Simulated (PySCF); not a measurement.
C₆H₁₀ (charge -1 and doublet state).
Z-matrix (Å and degrees, GFN2-xTB geometry), rows numbered from 1:
```
C 
C   1  1.3782
C   2  1.4965  1  121.34
C   2  1.4983  1  122.79  3  -169.71
C   4  1.4973  2  104.35  1    97.91
C   5  1.3809  4  122.95  2    89.58
H   1  1.0821  2  121.98  3     6.93
H   1  1.0798  2  121.26  3   178.42
H   3  1.0917  2  111.52  1    -3.90
H   3  1.1005  2  109.86  1  -124.80
H   3  1.0998  2  111.70  1   116.97
H   4  1.0994  2  111.48  1  -143.13
H   4  1.0985  2  110.61  1   -22.23
H   5  1.0858  4  115.20  2   -68.60
H   6  1.0822  5  122.02  4  -162.53
H   6  1.0810  5  121.42  4    24.29
```

The hyperfine couplings belong to this conformer and change with its torsions.

Identity: `C([CH][CH2-])C(=C)C` [radical] (charge -1).

Level of theory: PySCF 2.14.0, UKS B3LYP, pcH-1 on C H, non-relativistic, mean-field spin-orbit, GIAO. Whether the extra electron is bound in the gas phase wasn't checked; a finite basis holds it in any case. A GFN2-xTB geometry isn't a minimum of the functional, and hyperfine couplings can be far from their values at a DFT geometry, by a factor of two or more for some ions and for spin on atoms past the first row. The frame is twisted about the C5–C6 bond at this geometry (dihedral H14–C5–C6–H15 = -5°); couplings at other torsion angles weren't computed. No stability test was run, so a lower SCF solution isn't excluded.

(1) Give the principal g shifts and their parts.

(2) At 33.885 GHz, how far is the centre of the isotropic spectrum from where a free electron (g = 2.002319) resonates?

(3) What effective moment and Curie constant follow for a powder?

(4) In a frozen sample, at which fields do the three g values resonate at 9.5, 34, 94 and 263 GHz (hyperfine left aside), and which band first spreads them over more than twice a line width of 0.3 mT?

Answers

(1) 
| Δg (ppm) | 1 | 2 | 3 |
| --- | --- | --- | --- |
| relativistic mass correction | -136 | -136 | -136 |
| gauge correction | 32 | 19 | -2 |
| orbital Zeeman/spin–orbit | 228 | 464 | 822 |
| total | 125 | 347 | 685 |

So g = 2.00244, 2.00267, 2.00300 and g_iso = 2.00270; the tensor is rhombic: the two nearest values differ by 40 % of g3 − g1. 

(2) B = hν/(g μB) with μB/h = 13.99624 MHz/mT gives 1209.10 mT for the free electron and 1208.87 mT at g_iso, 0.23 mT lower.

(3) With the mean of g² = 4.0108 and S(S+1) = 0.75: μ_eff = √(⟨g²⟩S(S+1)) = 1.734 μB and χT = 0.12505·⟨g²⟩·S(S+1) = 0.376 cm³ K/mol (cgs; spin-Hamiltonian part alone).

(4) 
| band | GHz | B(g3) mT | B(g2) mT | B(g1) mT | spread mT |
| --- | --- | --- | --- | --- | --- |
| X | 9.5 | 338.87 | 338.92 | 338.96 | 0.09 |
| Q | 34.0 | 1212.79 | 1212.99 | 1213.13 | 0.34 |
| W | 94.0 | 3353.01 | 3353.57 | 3353.94 | 0.94 |
| J | 263.0 | 9381.29 | 9382.87 | 9383.91 | 2.62 |

The spread grows in proportion to the frequency. W band is the first where it exceeds 0.6 mT.

Largest spin populations (Mulliken): C1 (+0.34), C6 (+0.31), C5 (+0.25) and C2 (+0.14). Three atoms exceed +0.15.

The HOMO–LUMO gaps are 2.43 eV among the α and 5.85 eV among the β orbitals.

On one thread of an Arm Neoverse V1, shared host, this took 45 s (with the writing of density and orbital grids) and 1.0 GiB of memory at its peak.
